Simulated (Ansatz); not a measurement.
Ansatz (a program for electronic structure) input (PBE0/aug-pcseg-1): A basis named .json is the Basis Set Exchange file of that set (core-valence sets with the plain set on hydrogen).

Ansatz 0.2 input:
```yaml
crystal:
  periodic: [false, false, false]
  atoms:
    - {symbol: N, position_ang: [-0.00000000, -0.00000000, -0.54544247]}
    - {symbol: N, position_ang: [0.00000000, 0.00000000, 0.54544247]}
basis:
  gaussian:
    orbitals: aug-pcseg-1.json
hamiltonian:
  xc: {name: PBE0}
magnetization: {spin_polarized: false}
```

Output:

```
Functional definition: PBE0
integrals: 0.01 GiB planned
426 factors; their error is unknown
mean field: 0.08 GiB planned
mean field evaluation 1: about -2975.5367 eV, gradient 2.1e1 eV
mean field evaluation 2: about -2976.0951 eV, gradient 1.4e1 eV
mean field evaluation 4: about -2976.5311 eV, gradient 5.2e-2 eV
mean field evaluation 8: about -2976.5315 eV, gradient 1.4e-3 eV
mean field -2976.53152497 eV, -109.3855159773 hartree, gradient 2.2e-5 eV, S^2 0.000000; 0 other end points of the search recorded, 0 dependent functions left out
reference -2976.53155517 eV, -109.3855170871 hartree; 7, 7 occupied and 39, 39 virtual orbitals, 426 factors
Total energy: -2976.53155517 eV, -109.3855170871 hartree
```
